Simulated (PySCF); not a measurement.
Species: 2-furanthiol, C4H4OS.
SMILES: `Sc1ccco1`

Level: CAM-B3LYP/def2-SVPD in PySCF, non-relativistic, on one gas-phase PBE0-D3(BJ)/def2-SVP geometry that isn't relaxed in the solvent. The solvent is an IEF-PCM continuum (cavity from Bondi-type radii × 1.2), and excitations are vertical TDDFT with non-equilibrium linear response and a frozen core. The model holds no explicit solvent molecules, cavitation or dispersion.

Gas-phase singlets (H = HOMO, L = LUMO):

| state | E (eV) | λ (nm) | f | leading configurations |
| --- | --- | --- | --- | --- |
| S1 | 4.958 | 250 | 0.002 | H→L 66%, H→L+2 16%, H→L+3 9% |
| S2 | 5.612 | 221 | 0.298 | H→L+1 98% |
| S3 | 5.711 | 217 | 0.020 | H→L+2 59%, H→L 26% |
| S4 | 6.176 | 201 | 0.007 | H→L+3 65%, H→L+2 16% |
| S5 | 6.620 | 187 | 0.034 | H→L+5 72%, H-1→L+1 13%, H→L+8 10% |

Task: How does the list change in dichloromethane (ε = 8.93)?

Result: 
| state | E (eV) | λ (nm) | f | leading configurations | change by rank (eV) |
| --- | --- | --- | --- | --- | --- |
| S1 | 5.085 | 244 | 0.002 | H→L 61%, H→L+2 19%, H→L+3 9% | +0.127 |
| S2 | 5.500 | 225 | 0.376 | H→L+1 98% | -0.112 |
| S3 | 5.737 | 216 | 0.031 | H→L+2 48%, H→L 32% | +0.026 |
| S4 | 6.238 | 199 | 0.003 | H→L+3 58%, H→L+2 22%, H→L+4 9% | +0.062 |
| S5 | 6.591 | 188 | 0.049 | H→L+5 74%, H→L+8 12%, H-1→L+1 9% | -0.029 |

Task: How does the list change in water (ε = 78.36)?

Result: 
| state | E (eV) | λ (nm) | f | leading configurations | change by rank (eV) |
| --- | --- | --- | --- | --- | --- |
| S1 | 5.115 | 242 | 0.002 | H→L 60%, H→L+2 20%, H→L+3 10% | +0.157 |
| S2 | 5.523 | 224 | 0.364 | H→L+1 98% | -0.089 |
| S3 | 5.747 | 216 | 0.031 | H→L+2 46%, H→L 34%, H→L+3 9% | +0.036 |
| S4 | 6.256 | 198 | 0.002 | H→L+3 56%, H→L+2 23%, H→L+4 9% | +0.080 |
| S5 | 6.596 | 188 | 0.045 | H→L+5 73%, H→L+8 12%, H-1→L+1 9% | -0.024 |

Task: The ground-state energy changes by -0.172 eV from gas to water. By how much does the total energy of gas-phase S1 change?

Result: E(S1) = E(S0) + excitation energy, so it changes by -0.172 + 0.157 = -0.015 eV: it is lowered less than the ground state, which is what a blue shift means. This is the vertical state, with the slow part of the continuum still set for S0.

Task: How do the frontier levels move from gas to water?

Result: 
```csv
orbital,gas (eV),solvent (eV),change (eV)
LUMO+2,1.29,1.39,+0.10
LUMO+1,1.14,1.16,+0.02
LUMO,0.97,1.11,+0.14
HOMO,-7.32,-7.32,0.00
HOMO-1,-9.59,-9.58,+0.01
HOMO-2,-10.20,-10.23,-0.03
HOMO-3,-11.82,-11.80,+0.02
```

The HOMO–LUMO gap goes from 8.30 to 8.43 eV.

The values belong to the conformer `[SH:1][c:2]1[cH:3][cH:4][cH:5][o:6]1`: H–S1–C2–C3 180°.
